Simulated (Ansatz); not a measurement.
**AlCN+ (doublet): from Hartree-Fock to the top rungs, def2-TZVPP**

One table from this session's results is given with a row withheld; the runs are named, their logs left out.

Program: Ansatz 0.2.0, Gaussian basis. Level of theory: def2-TZVPP, core rule «outside noble gas», up to 7 orbitals frozen. These are calculated values, not measurements.

To be run: UHF; ROHF; CCSD(T) on UHF.

2 further runs of the same task are left out: 2 set aside as unsound or not needed.

**The system**

The geometry is a PBE0/def2-TZVP stationary point (not a proven minimum) of the parent state, kept for this charge and spin.

3 atoms, charge 1, spin multiplicity 2.

Atoms are counted from 1 here; the program's logs count them from 0.

Bond lengths: Al1–C2 2.025 Å, C2–N3 1.157 Å. Angles: Al1–C2–N3 180.0°.

As a file:

```
Al    0.00000    0.00000    1.73590
C     0.00000    0.00000   -0.28940
N     0.00000    0.00000   -1.44650
```

The first run:

in.yaml

```yaml
crystal:
  periodic: [false, false, false]
  atoms:
    - {symbol: Al, position_ang: [0.000000, 0.000000, 1.735900]}
    - {symbol: C, position_ang: [0.000000, 0.000000, -0.289400]}
    - {symbol: N, position_ang: [0.000000, 0.000000, -1.446500]}
basis:
  gaussian: {orbitals: def2-TZVPP}
total_charge: 1
magnetization: {spin_polarized: true, initial_magnetization: 1}
hamiltonian: {xc: hf}
output: {orbitals: {seedname: orbitals}}
```

Started as:

```sh
ansatz run in.yaml --threads 1 --pin off --events-out ev --progress --plain --max-ram 4096MiB --backend cpu
```

Among the steps run: UHF; ROHF; CCSD(T) on UHF.

One table of the session follows, with a row left open; its other results are not shown here.

```
  method  from UCCSD(T) (meV)
    ROHF             +10397.7
     UHF             +10313.6
    UMP2              +1061.7
   UCCSD                    ?
UCCSD(T)                    0
```

**Question.** Estimate the row for UCCSD.

The run gave: from UCCSD(T) (meV): +569.7. In the column «from UCCSD(T) (meV)» it lies between UCCSD(T) (0) and UMP2 (+1061.7).
